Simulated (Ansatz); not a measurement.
# CH₂NO radical: a short trajectory

The task is to watch the atoms for 40 steps of 0.5 fs, started with velocities for 1000 K and run at constant energy.

Method: revPBE-D4/6-31G, unrestricted; program: Ansatz 0.2.0, Gaussian basis.

### Step 1. Starting geometry

SMILES `[NH]C=O`, 5 atoms, charge 0, spin multiplicity 2.

Atoms are counted from 1 here; the program's logs count them from 0.

Bond lengths: N1–C2 1.289 Å, N1–H4 1.014 Å, C2–O3 1.238 Å, C2–H5 1.091 Å. Angles: C2–N1–H4 117.7°, N1–C2–O3 116.9°, N1–C2–H5 118.8°, O3–C2–H5 124.3°.

Coordinates:

```xyz
5
CH2NO
N    -0.6922    0.5213   -0.3105
C     0.3782    0.0472    0.2294
O     0.5687   -1.1711    0.1215
H    -1.3079   -0.1283   -0.7873
H     1.0532    0.7309    0.7469
```

### Step 2. Dynamics

md/in.yaml reads:

```yaml
crystal:
  periodic: [false, false, false]
  atoms:
    - {symbol: N, position_ang: [-0.692170, 0.521270, -0.310490]}
    - {symbol: C, position_ang: [0.378250, 0.047220, 0.229380]}
    - {symbol: O, position_ang: [0.568680, -1.171090, 0.121450]}
    - {symbol: H, position_ang: [-1.307920, -0.128300, -0.787250]}
    - {symbol: H, position_ang: [1.053160, 0.730900, 0.746910]}
basis:
  gaussian: {orbitals: 6-31G}
magnetization: {spin_polarized: true, initial_magnetization: 1}
hamiltonian: {xc: {name: revPBE}, dispersion: d4}
md: {n_steps: 40, timestep: 0.5, temperature: 1000, ensemble: nve, seed: 90, initial_velocities: maxwell_boltzmann}
```

Command:

```console
$ ansatz run in.yaml --threads 2 --pin off --events-out ev --progress --plain --max-ram 3481MiB
```

**Question.** What will these runs give? Wanted: temperature at the start; mean temperature, second half; lowest and highest potential energy, from the first frame; largest change of potential + kinetic.

As calculated:

```
                                                 quantity              value
                                                   length  40 steps, 20.0 fs
                                 temperature at the start             1000 K
                            mean temperature, second half              803 K
lowest and highest potential energy, from the first frame    -33 and 210 meV
                    largest change of potential + kinetic            2.4 meV
```

What this shows: With no thermostat the total energy should stay fixed; it holds within 2.4 meV, small beside the kinetic energy, so the time step serves. With 5 atoms the instant temperature spans 464 to 1085 K. No bond breaks or forms, judged by distance.
